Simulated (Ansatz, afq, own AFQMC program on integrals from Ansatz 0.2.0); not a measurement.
Integrals from Ansatz 0.2.0, then the random walk in our own AFQMC program (afq).

```yaml
crystal:
  periodic: [false, false, false]
  atoms:
    - {symbol: Si, position_ang: [0.000000, 0.000000, 0.562441]}
    - {symbol: B, position_ang: [0.000000, 0.000000, -1.359948]}
    - {symbol: H, position_ang: [0.000000, 1.218724, 1.409347]}
    - {symbol: H, position_ang: [0.000000, -1.218724, 1.409347]}
    - {symbol: H, position_ang: [0.000000, 1.037036, -1.952056]}
    - {symbol: H, position_ang: [0.000000, -1.037036, -1.952056]}
basis:
  gaussian: {orbitals: 6-31G}
total_charge: 1
magnetization: {spin_polarized: true, initial_magnetization: 2}
correlation: {method: ccsd_t, electrons: outside_noble_gas, hamiltonian_folder: ham}
```

```sh
$ ansatz run in.yaml --threads 1 --pin off --events-out ev --progress --plain --max-ram 1843MiB
```

afq runs on the folder ham with

```
--method free --trial cid --walkers 20 --time-step 0.05 --max-blocks 30 --target-error 0.00076 --factor-cut 1e-05 --seed 326 --times 0,2,5,8,12 --taylor-order 8
```

Times are imaginary, in 1/Eh. The walk had a cap of 90 s.

```
orbitals 24  electrons 6 4  factors 172 of 394
reference energy -315.41786859 Eh
CCSD correlation -0.12434103 Eh in 11 cycles, weight of the determinant in the CISD state 0.9030
repeat  energy at the last time / Eh  error
    10  -315.545990  0.006706
    20  -315.544529  0.004388
    30  -315.547840  0.003384
time / (1/Eh)  energy / Eh  error  mean overlap
  0.00  -315.542212  0.000140  1.0974
  2.00  -315.545814  0.000327  1.1614
  5.00  -315.546758  0.000772  1.1865
  8.00  -315.547348  0.001339  1.2235
 12.00  -315.547840  0.003384  0.9590
energy -315.547840 +/- 0.003384 Eh
```

The run failed at least one of its tests; the cautions name the faults.

Against this walk (error 92.1 meV) on the same determinant: CCSD(T) 76.3 meV higher (within the noise), CCSDT(Q) 43.7 meV higher (within the noise). The error is statistical, and a free projection of finite length keeps a remainder of its start.

A setting was made bad on purpose (projection too long), so the walk's energy isn't to be trusted.

Cautions: remainder of the start not in the error; phase noise grows fast; error above the target (92.1 against 20.7 meV); lower spins were not checked; so few walkers bias the energy; the time-step error isn't removed.

CCSDT and higher add their correlation energy to the determinant of the CCSD(T) run, since their own runs factorise the integrals more tightly (a shift of under 2 meV). A walk keeps the symmetry of its determinant, which the program's search chose and which needn't be the lowest solution, so a lower state of the same spin and another symmetry isn't excluded.
